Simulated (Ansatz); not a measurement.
**Pressure series in BN**

Take BN in the zinc blende structure (space group F-43m, No. 216; a = 3.6057 Å) as the base.

Cell and atoms are relaxed at each pressure.

The values are results of Ansatz (a quantum-chemistry and plane-wave program), PBEsol, PAW, cutoff 420 eV, no SOC, not measurements.

```json
[
 {"P (GPa)": "-2.00", "V (Å³/atom)": "5.890"},
 {"P (GPa)": "-1.00", "V (Å³/atom)": "5.875"},
 {"P (GPa)": "0.90", "V (Å³/atom)": "5.846"},
 {"P (GPa)": "2.10", "V (Å³/atom)": "5.828"},
 {"P (GPa)": "9.00", "V (Å³/atom)": "5.730"},
 {"P (GPa)": "15.00", "V (Å³/atom)": "5.650"},
 {"P (GPa)": "30.00", "V (Å³/atom)": "5.471"}
]
```

A third-order Birch–Murnaghan fit to these points gives V₀ = 5.86 Å³/atom, B₀ = 385 GPa and B₀′ = 3.7. At pressure 30 GPa the volume is 93.4 % of V₀.

Measured bulk modulus of BN: 410.2 GPa (static lattice; corrected from measurement; as listed in Daniel Mejia-Rodriguez, S. B. Trickey, Phys. Rev. B (2018)); the computed value is 6 % below it.

Between the base and pressure 30 GPa the gap moves from 4.30 eV to 4.36 eV, a mean slope of 2.2 meV/GPa.

Load acts through the strain it causes; cell and atoms are relaxed under it. Whether these cells are dynamically stable was not tested. No other phases were tried under pressure.
